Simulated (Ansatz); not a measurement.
Results of the Gaussian-basis code of Ansatz.

`[OH][AlH][Cl]`. Total charge 0; spin multiplicity 1. All single points use the PBE0-D4/def2-TZVP geometry. It is one conformer, not always the lowest.

```xyz
5

O     0.410    0.293   -1.185
Al    0.071   -0.350    0.333
Cl   -1.273    0.636    1.604
H     0.027    1.100   -1.526
H     0.765   -1.680    0.774
```

(1) What is the dipole moment at PBE/def2-TZVPP? (An estimate is asked.)

(2) And with r2SCAN, B3LYP, ωB97M-V? (Best estimate.)

(3) Give the Mulliken charges with PBE, r2SCAN, ωB97M-V in def2-TZVPP. (Best estimate.)

## Answers

(1) The calculation gave: 0.81 D, with components (0.03, 0.45, -0.67) D in this frame, pointing from negative to positive charge.

(2) The calculation gave: r2SCAN 0.83 D, B3LYP 0.77 D, ωB97M-V 0.78 D.

(3) The calculation gave: 
```json
{"atom": "O1", "PBE": "-0.36", "r2SCAN": "-0.43", "ωB97M-V": "-0.39"}
{"atom": "Al2", "PBE": "0.53", "r2SCAN": "0.65", "ωB97M-V": "0.56"}
{"atom": "Cl3", "PBE": "-0.24", "r2SCAN": "-0.27", "ωB97M-V": "-0.24"}
{"atom": "H4", "PBE": "0.18", "r2SCAN": "0.20", "ωB97M-V": "0.17"}
{"atom": "H5", "PBE": "-0.11", "r2SCAN": "-0.14", "ωB97M-V": "-0.10"}
```

B3LYP here is the variant with VWN-RPA as its local correlation; programs differ in this.
